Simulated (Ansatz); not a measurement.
Born–Oppenheimer molecular dynamics of HS (2 atoms, charge -1, multiplicity 1). It starts from a relaxed structure.

All numbers below come from Ansatz 0.2.0, UKS r2SCAN/def2-TZVP.

| Quantity | Value |
| --- | --- |
| ensemble | NVE (velocity Verlet) |
| time step | 0.5 fs |
| steps asked | 500 |
| starting velocities drawn for | 3000 K |
| seed | 435182 |

First frame:

```xyz
2
Properties=species:S:1:pos:R:3
S 0.575 -0.188 0.296
H -0.575 0.188 -0.296
```

(1) How far do the bonds stretch over the last three quarters of this one trajectory? (Pairs bonded in most of those frames.)

Results:

(1) 
```json
{"bond": "S1–H2", "mean (Å)": "1.360", "spread (Å)": "0.073", "shortest": "1.25", "longest": "1.46"}
```

Mean temperature of the second half: 1507 K. The conserved energy stayed within 1.2 meV per atom of its start (net change 0.44 meV per atom), so the integration is sound. The temperature averaged 0.50 of the 3000 K drawn at the start: a run that starts near a minimum puts about half its kinetic energy into the potential. A run of 0.25 ps of so small a system gives no equilibrium averages. Limits of this set-up: an anion without diffuse functions, the dipole of an ion depends on the origin.

The run took 7.6 min on 1 thread of Arm Neoverse V2, on a shared host, peak memory 0.092 GiB.
